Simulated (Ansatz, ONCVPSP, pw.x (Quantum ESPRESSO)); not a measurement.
# What a changed setting does to a pw.x run (bcc Tl)

Potential: optimised norm-conserving Vanderbilt (ONCV), ONCVPSP 4.0.1.1 (patched build), PBEsol; core [Xe] 4f14, reference 5d10 6s2 6p1; waves: 6s: rc 2.10 bohr, ncon 3, nbas 6, qcut 3.2 1/bohr, 2 projectors, debl 2.1 Ha; 6p: rc 2.95 bohr, ncon 4, nbas 7, qcut 2.3 1/bohr, 3 projectors, debl 3.9 Ha; 5d: rc 1.50 bohr, ncon 4, nbas 9, qcut 10.6 1/bohr, 2 projectors, debl 1.5 Ha; f scattering state at 0.09 Ha: rc 3.15 bohr, ncon 4, nbas 8, qcut 4 1/bohr, 1 projector; local part: polynomial inside 1.40 bohr (lpopt 4, dvloc0 4 Ha); core correction: none.

The reference run (k-mesh 12³, cutoffs 65/260 Ry, Fermi–Dirac 0.01 Ry, mixing_beta 0.4, conv_thr 1e-9, no spin) gives -0.27 GPa at 28.851 Å³/atom, where all-electron LAPW gives -0.24 GPa. This run, with its own iteration cap, changes ecutrho/ecutwfc to 2.

```
&control
  calculation='scf', prefix='x', pseudo_dir='./', outdir='./tmp', tstress=.true., disk_io='none'
/
&system
  ibrav=0, nat=1, ntyp=1, ecutwfc=65, ecutrho=130, nbnd=14,
  occupations='smearing', smearing='fd', degauss=0.01
/
&electrons
  conv_thr=1e-09, mixing_beta=0.4, electron_maxstep=50
/
ATOMIC_SPECIES
Tl 1.0 Tl.UPF
CELL_PARAMETERS angstrom
  -1.93211791 1.93211791 1.93211791
  1.93211791 -1.93211791 1.93211791
  1.93211791 1.93211791 -1.93211791
ATOMIC_POSITIONS crystal
Tl 0.0000 0.0000 0.0000
K_POINTS automatic
12 12 12 0 0 0
```

```bash
pw.x < Tl.scf.in > Tl.scf.out
```

Task: How does the run end?

Result: It converges in 8 iterations; the free energy moves by +6.7 meV/atom and the pressure by -0.16 GPa. Below 4 the density is truncated and F is no longer variational, so a small shift in one case is no licence.

```
Message from routine set_cutoff:
     ecutrho < 4*ecutwfc, are you sure?
     Message from routine setup:
     using ibrav=0 with symmetry is DISCOURAGED, use correct ibrav instead
     lattice parameter (alat)  =       6.3240  a.u.
     unit-cell volume          =     194.6962 (a.u.)^3
     number of electrons       =        13.00
     number of Kohn-Sham states=           14
     kinetic-energy cutoff     =      65.0000  Ry
     charge density cutoff     =     130.0000  Ry
     scf convergence threshold =      1.0E-09
     Exchange-correlation= PBESOL
     number of k points=    72  Fermi-Dirac smearing, width (Ry)=  0.0100
     negative rho (up, down):  4.714E-05 0.000E+00
     iteration #  1     ecut=    65.00 Ry     beta= 0.40
     negative rho (up, down):  6.849E-05 0.000E+00
     total energy              =    -100.41655340 Ry
     estimated scf accuracy    <       0.00639660 Ry
     iteration #  2     ecut=    65.00 Ry     beta= 0.40
     negative rho (up, down):  8.593E-05 0.000E+00
     total energy              =    -100.41707193 Ry
     estimated scf accuracy    <       0.00056688 Ry
     iteration #  3     ecut=    65.00 Ry     beta= 0.40
     negative rho (up, down):  1.018E-04 0.000E+00
     total energy              =    -100.41715786 Ry
     estimated scf accuracy    <       0.00006474 Ry
     [... 2 iterations left out ...]
     iteration #  6     ecut=    65.00 Ry     beta= 0.40
     negative rho (up, down):  1.017E-04 0.000E+00
     total energy              =    -100.41716319 Ry
     estimated scf accuracy    <       0.00000005 Ry
     iteration #  7     ecut=    65.00 Ry     beta= 0.40
     negative rho (up, down):  1.017E-04 0.000E+00
     total energy              =    -100.41716321 Ry
     estimated scf accuracy    <          2.6E-09 Ry
     iteration #  8     ecut=    65.00 Ry     beta= 0.40
     negative rho (up, down):  1.017E-04 0.000E+00
     the Fermi energy is    10.4002 ev
!    total energy              =    -100.41716321 Ry
     estimated scf accuracy    <          5.1E-10 Ry
     smearing contrib. (-TS)   =      -0.00231272 Ry
     The total energy is F=E-TS. E is the sum of the following terms:
     one-electron contribution =     -23.90062703 Ry
     hartree contribution      =      20.89689012 Ry
     xc contribution           =     -13.18744944 Ry
     ewald contribution        =     -84.22366415 Ry
     convergence has been achieved in   8 iterations
          total   stress  (Ry/bohr**3)                   (kbar)     P=       -4.34
     Message from routine punch:
     Nothing written, as per user request (disk_io='none')
```

The run took about 12 s on one core of a shared host (Neoverse-V2, 32 threads, 247 GiB, load 9).
